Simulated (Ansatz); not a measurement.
Rock-salt HfC, treated with LDA (plane waves, PAW; Ansatz, an electronic-structure program).

Run with plane-wave cutoff 520 eV, 16×16×16 k mesh, Fermi–Dirac smearing 0.1 eV, perturbation theory, scalar-relativistic PAW data made under PBE.

Computed at the level's own relaxed cell.

Q: Predict the zone-centre TO phonon frequency.

A: 
- zone-centre TO phonon frequency = 463 cm⁻¹

Spin–orbit coupling is not included.

Cost on a shared machine: around 30 core-minutes (rough).
